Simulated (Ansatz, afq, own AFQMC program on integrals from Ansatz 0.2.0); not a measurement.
**CH₄, triplet: AFQMC among the cluster methods**

```xyz
5

H    -1.9726    0.0000    0.0000
H    -1.0186    0.0000    0.0000
C     0.1554    0.0000    0.0000
H     0.5698    0.0000    0.9962
H     0.5698    0.0000   -0.9962
```

Basis cc-pVTZ. Noble-gas cores (and the filled d shells of Ga–Kr and In–Xe) are frozen. Ansatz 0.2.0 and our own AFQMC program on the same integrals; the CISD trial comes from CCSD amplitudes, and released means the phaseless constraint is let go. Uncertainties: one standard error, sampling alone.

Determinant: UHF, the one that the program's search chose, which needn't be the lowest solution. The geometry is a point of a scan.

No full CI on the walks' own integrals is used here; CCSDT(Q) serves as the reference and is uncertain by about the last step of the cluster series.

Cautions: lower spins were not checked.

```
T1 diagnostic                               : 0.0132
weight of the determinant in the CISD state : 0.927
⟨S²⟩ of the determinant                     : 2.036
size of the correlated space                : 8 electrons in 85 orbitals
```

```json
{"level": "MP2", "correlation energy (eV)": "-4.5239"}
{"level": "CCSD", "correlation energy (eV)": "-5.1895"}
{"level": "CCSD(T)", "correlation energy (eV)": "-5.3351"}
```

Task: Estimate where AFQMC with the constraint released lies against CCSD(T) on the same integrals.

Result: 0.74 ± 0.11 mEh below CCSD(T).

Reference: CCSDT(Q), correlation energy -5.355 eV. The released energy is read at 2.40 1/Eh (meV from the phaseless value at times in 1/Eh: -0.8 ± 2.4 at 0.24, -1.8 ± 2.0 at 0.51, -4.3 ± 1.9 at 0.99, -9 ± 3 at 1.62, -3 ± 3 at 2.40).

| level | E − E(reference) (mEh) | share of correlation (%) |
| --- | --- | --- |
| CCSD(T) | 0.75 | 99.62 |
| CCSDT | 0.15 | 99.92 |
| ph-AFQMC/HF | -1.02 ± 0.77 | 100.52 |
| ph-AFQMC/CISD | 0.11 ± 0.13 | 99.94 |
| released AFQMC | 0.01 ± 0.11 | 99.99 |

A walk keeps the symmetry of its determinant, which the program's search chose and which needn't be the lowest solution, so a lower state of the same spin and another symmetry isn't excluded. Released energies are given only where the last usable release times agree within the noise; a slower fall can still hide under it.
